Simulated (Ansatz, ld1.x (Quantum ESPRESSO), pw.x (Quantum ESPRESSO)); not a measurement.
**Al: does the PAW potential hold in the solid?**

```json
{
 "Element": "aluminium (Al)",
 "Generator": "ld1.x (Quantum ESPRESSO) 7.5",
 "Type": "PAW",
 "Functional": "PBEsol",
 "Relativity": "scalar-relativistic",
 "Frozen core": "[Ne]",
 "Valence charge": "3",
 "Reference configuration": "3s2 3p1",
 "Partial waves": "3s (bound): rcut 2.05, rcutus 2.25 bohr; 3s channel at 1.1 Ry: rcut 2.05, rcutus 2.25 bohr; 3p (bound): rcut 1.55, rcutus 2.15 bohr; 3p channel at 0.85 Ry: rcut 1.55, rcutus 2.15 bohr; 3d channel at -0.1 Ry: rcut 1.45, rcutus 1.95 bohr",
 "Local potential": "all-electron potential smoothed inside 1.95 bohr (lloc = -1)",
 "Core correction": "Bessel-smoothed model core inside 1.05 bohr",
 "Augmentation charge": "PSQ, radius 1.45 bohr"
}
```

Atomic tests: cutoffs needed: 6 Ry and 8 Ry (the cutoffs (Ry, on a coarse ladder) from which the occupation-weighted sum of valence levels, in a spherical-Bessel basis at the reference potential, stays within 10 and 1 mRy of its value at 400 Ry); ghost test: no extra level below or beside the all-electron valence levels (s, p, d, f tested) (spherical-Bessel basis up to 400 Ry, 20 bohr box); largest excitation error: -22 meV (all-electron minus pseudo) for 3s1 3p0, out of 7 test configurations.

Crystal test: fcc Al in pw.x 7.5, no spin, 14³ k-points, Fermi–Dirac smearing 0.01 Ry, cutoffs 40/320 Ry. The reference is all-electron LAPW (Ansatz 0.2.0) with the same functional, mesh and smearing; V0 and B0 come from Birch–Murnaghan fits to the pressures at five volumes. Errors are pseudo minus all-electron; Δ is the rms difference of the E(V) curves that follow from these fits, minima aligned, over ±6 % about the mean V0. Mesh and smearing are coarse, so the numbers serve the comparison and aren't converged zero-temperature values; the lattice is a test structure that the element need not adopt.

All-electron: a0 = 4.015 Å (V0 = 16.18 Å³/atom), B0 = 81.2 GPa.

Question: How far does the potential miss the all-electron equation of state?

Answer: mean pressure error (GPa): +0.10; a0 (Å): 4.016; a0 error (%): +0.04; B0 error (%): +0.7; Δ (meV/atom): 0.4.

```json
{"V (Å³/atom)": "15.397", "P all-electron (GPa)": "4.49", "P pseudo (GPa)": "4.65"}
{"V (Å³/atom)": "15.802", "P all-electron (GPa)": "2.01", "P pseudo (GPa)": "2.13"}
{"V (Å³/atom)": "16.207", "P all-electron (GPa)": "-0.16", "P pseudo (GPa)": "-0.06"}
{"V (Å³/atom)": "16.612", "P all-electron (GPa)": "-2.03", "P pseudo (GPa)": "-1.96"}
{"V (Å³/atom)": "17.017", "P all-electron (GPa)": "-3.66", "P pseudo (GPa)": "-3.61"}
```

Question: At the middle volume, how do free energy and pressure move when the wave cutoff is lowered (ecutrho held at 320 Ry)?

Answer:

```tsv
cutoff (Ry)	shift of F (meV/atom)	shift of P (GPa)
18	+4.9	-0.09
24	+0.8	-0.02
32	+0.1	+0.00
```

Input at the middle volume:

```
&control
  calculation='scf', prefix='x', pseudo_dir='./', outdir='./tmp', tstress=.true., disk_io='none'
/
&system
  ibrav=0, nat=1, ntyp=1, ecutwfc=40, ecutrho=320, nbnd=8,
  occupations='smearing', smearing='fd', degauss=0.01
/
&electrons
  conv_thr=1e-09, mixing_beta=0.4, electron_maxstep=70
/
ATOMIC_SPECIES
Al 1.0 Al.UPF
CELL_PARAMETERS angstrom
  0.00000000 2.00858807 2.00858807
  2.00858807 0.00000000 2.00858807
  2.00858807 2.00858807 0.00000000
ATOMIC_POSITIONS crystal
Al 0.0000 0.0000 0.0000
K_POINTS automatic
14 14 14 0 0 0
```

```bash
pw.x < Al.scf.in > Al.scf.out
```

Lines of the output:

```
Message from routine setup:
     using ibrav=0 with symmetry is DISCOURAGED, use correct ibrav instead
     lattice parameter (alat)  =       5.3679  a.u.
     unit-cell volume          =     109.3703 (a.u.)^3
     number of electrons       =         3.00
     number of Kohn-Sham states=            8
     kinetic-energy cutoff     =      40.0000  Ry
     charge density cutoff     =     320.0000  Ry
     scf convergence threshold =      1.0E-09
     Exchange-correlation= SLA  PW   PSX  PSC
     number of k points=   104  Fermi-Dirac smearing, width (Ry)=  0.0100
     iteration #  1     ecut=    40.00 Ry     beta= 0.40
     total energy              =     -38.51650192 Ry
     estimated scf accuracy    <       0.00532659 Ry
     iteration #  2     ecut=    40.00 Ry     beta= 0.40
     total energy              =     -38.51588731 Ry
     estimated scf accuracy    <       0.00174076 Ry
     iteration #  3     ecut=    40.00 Ry     beta= 0.40
     total energy              =     -38.51593025 Ry
     estimated scf accuracy    <       0.00000224 Ry
     iteration #  4     ecut=    40.00 Ry     beta= 0.40
     total energy              =     -38.51593056 Ry
     estimated scf accuracy    <       0.00000003 Ry
     iteration #  5     ecut=    40.00 Ry     beta= 0.40
     total energy              =     -38.51593057 Ry
     estimated scf accuracy    <          3.7E-09 Ry
     iteration #  6     ecut=    40.00 Ry     beta= 0.40
     the Fermi energy is     8.0232 ev
!    total energy              =     -38.51593057 Ry
     estimated scf accuracy    <          5.5E-11 Ry
     smearing contrib. (-TS)   =      -0.00202861 Ry
     The total energy is F=E-TS. E is the sum of the following terms:
     one-electron contribution =       3.21556360 Ry
     hartree contribution      =       0.00626006 Ry
     xc contribution           =     -12.23048632 Ry
     ewald contribution        =      -5.43561944 Ry
     one-center paw contrib.   =     -24.06961985 Ry
     convergence has been achieved in   6 iterations
          total   stress  (Ry/bohr**3)                   (kbar)     P=       -0.59
     Message from routine punch:
     Nothing written, as per user request (disk_io='none')
```

The run at the middle volume (104 k-points, 6 iterations) took about 7.6 s on one core of a shared host (Neoverse-V1, 32 threads, 247 GiB, load 27).
